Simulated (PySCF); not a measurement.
Compound: sulfur difluoride, SF₂.
SMILES with atom numbers: `[F:1][S:2][F:3]`

Geometry (PBE0-D3(BJ)/def2-TZVP, Å), atoms numbered from 1 in this order:
```xyz
3
SF2 angstrom
F     -1.1969   -0.3817    0.0018
S     -0.0120    0.6793   -0.0135
F      1.2149   -0.3326   -0.0075
```

Theory: TDDFT CAM-B3LYP/aug-cc-pVTZ, vertical, gas phase, core orbitals frozen in the response (PySCF). Isolated species at its PBE0-D3(BJ)/def2-TZVP geometry, gas phase.

Transition dipole moments from the ground state, in atomic units and in the frame of the coordinates above (overall signs are arbitrary), for the states with f of 0.002 or more among the lowest 9:

| state | E (eV) | μx | μy | μz |
| --- | --- | --- | --- | --- |
| S2 | 4.785 | -0.001 | -0.002 | -0.202 |
| S3 | 6.771 | 0.002 | 0.007 | 0.646 |
| S4 | 7.760 | 0.007 | -0.359 | 0.004 |
| S6 | 8.035 | 0.001 | 0.002 | 0.191 |
| S7 | 9.213 | -0.464 | -0.010 | 0.002 |
| S8 | 9.384 | 0.004 | -0.122 | 0.001 |
| S9 | 9.780 | 0.001 | 0.002 | 0.150 |

**Question.** Work out the oscillator strengths.

**Answer.** f = (2/3) ΔE |μ|² with ΔE in hartree (27.2114 eV).

| state | \|μ\|² (au) | \|μ\| (D) | f |
| --- | --- | --- | --- |
| S2 | 0.041 | 0.51 | 0.005 |
| S3 | 0.417 | 1.64 | 0.069 |
| S4 | 0.129 | 0.91 | 0.025 |
| S6 | 0.036 | 0.48 | 0.007 |
| S7 | 0.216 | 1.18 | 0.049 |
| S8 | 0.015 | 0.31 | 0.003 |
| S9 | 0.023 | 0.38 | 0.005 |

**Question.** What is the point group, and which symmetry does each of these states have?

**Answer.** C2v. From a totally symmetric ground state, an allowed state transforms like the component of the dipole operator along its μ. Polarised along the twofold axis, so A1: S4 and S8. Polarised across the twofold axis, so B1 or B2: S2, S3, S6, S7 and S9. Which of B1 and B2 hangs on the choice of axes; S2, S3, S6 and S9 take one label and S7 the other.

**Question.** All atoms lie in one plane. Which transitions are polarised in it and which across it?

**Answer.** In the plane: S4, S7 and S8. Perpendicular: S2, S3, S6 and S9. In-plane polarisation joins two orbitals of the same parity under reflection in the plane (π with π, or σ with σ, in-plane lone pairs counted as σ); perpendicular polarisation joins orbitals of opposite parity.

**Question.** What angle do the transition dipoles of S3 and S4 make?

**Answer.** |cos θ| = |μa·μb| / (|μa| |μb|) = 0.00, so θ ≈ 90° (taken between 0 and 90°, since the signs are arbitrary).

**Question.** What peak molar absorption coefficient would the strongest computed level give as a lone Gaussian band 0.5 eV wide at half height?

**Answer.** ε(max) = 2.175×10⁸ f / FWHM, with the width in cm⁻¹. S3: 2.175×10⁸ × 0.0692 / 4033 ≈ 3700 L mol⁻¹ cm⁻¹.
